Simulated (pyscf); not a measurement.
# Four-centre exchange: HO–AsH–OH (SMILES O[AsH]O) + AsH₃ (SMILES [AsH3]) → HO–As(OH)–AsH₂ (SMILES O[As](O)[AsH2]) + H₂ (SMILES [H][H])

Gas phase, singlet surface, charge 0. Bonds broken: As2–H5, As7–H8. Bonds formed: As2–As7, H5–H8. Optimised with ωB97X-D3(BJ)/def2-SVP in PySCF.

Transition state (Å):

```xyz
10

O     -3.2378    -0.1396     0.1404
As    -1.4190    -0.2908     0.0727
O     -1.4484     0.9886    -1.1547
H     -3.6319    -0.7832     0.7437
H     -0.1998    -1.1696    -0.9421
H     -2.3752     1.0718    -1.4254
As     1.0904     0.7953     0.6173
H      0.4895    -0.5669    -0.6499
H      1.5827    -0.3696     1.4670
H      2.1709     0.5803    -0.4365
```

One imaginary mode, 935i cm⁻¹; descent along it reached the two sides named.

```json
[
 {"bond": "As2–H5", "change": "breaks", "reactant side (Å)": "1.526", "saddle": "1.813", "product side": "3.2"},
 {"bond": "As7–H8", "change": "breaks", "reactant side (Å)": "1.520", "saddle": "1.955", "product side": "4.4"},
 {"bond": "As2–As7", "change": "forms", "reactant side (Å)": "4.2", "saddle": "2.8", "product side": "2.397"},
 {"bond": "H5–H8", "change": "forms", "reactant side (Å)": "3.3", "saddle": "0.961", "product side": "0.760"}
]
```

Electronic energies relative to the separated reactants (kcal/mol):

| level | barrier | reaction energy | reverse barrier |
|---|---|---|---|
| ωB97X-D3(BJ)/def2-TZVP | 47.0 | -8.5 | 55.5 |
| PBE/def2-TZVP | 35.0 | -5.9 | 40.8 |
| r²SCAN/def2-TZVP | 38.8 | -6.0 | 44.8 |
| B3LYP-D3(BJ)/def2-TZVP | 42.0 | -5.9 | 47.9 |
| PBE0-D3(BJ)/def2-TZVP | 40.4 | -5.6 | 46.0 |
| M06-2X/def2-TZVP | 46.0 | -5.9 | 51.9 |
| ωB97M-D3(BJ)/def2-TZVP | 48.7 | -3.1 | 51.8 |
| HF/def2-TZVP | 75.7 | +3.4 | 72.3 |

With ωB97M-D3(BJ)/def2-TZVP energies and thermal terms (ideal gas, 1 atm, RRHO with modes under 100 cm⁻¹ raised to 100, one conformer, R ln 2 for chiral ones without a mode under 150 cm⁻¹), in kcal/mol:

| T (K) | ΔH‡ | ΔG‡ | ΔH | ΔG |
|---|---|---|---|---|
| 298 | 47.1 | 58.0 | -4.6 | -2.2 |
| 600 | 47.8 | 68.8 | -2.9 | -0.5 |
| 900 | 48.8 | 79.1 | -1.9 | +0.5 |
| 1200 | 49.7 | 89.1 | -1.3 | +1.3 |

From the product side, HO–As•–OH + AsH₂• + H₂ lies, by one bond made or cut, 5.0 kcal/mol under this saddle at ωB97M-D3(BJ)/def2-TZVP. This is the saddle that the search found; another between the same sides may lie lower. Elements up to Kr have no core potential and no relativistic terms here.
